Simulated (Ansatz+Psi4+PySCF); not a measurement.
singlet NaCl: levels of theory in one basis

```xyz
2

Na    0.0000    0.0000   -1.4517
Cl    0.0000    0.0000    0.9393
```

Basis set: cc-pCVTZ on Na; cc-pV(T+d)Z on Cl (spherical functions). Frozen core: 6 orbitals. Charge 0, multiplicity 1.

Computed with Ansatz (development build ahead of 0.2.0) and Psi4 1.11; each method stands on the lowest determinant of its kind that the runs found.

```
     method  E − E(RHF) (eV)  <S²> of the determinant
        RHF             0.00                     0.00
   RHF-CCSD           -13.22                        –
RHF-CCSD(T)           -13.54                        –
```

Problem. What does RHF-MP2 give on the same scale?

Solution. -12.67 eV.
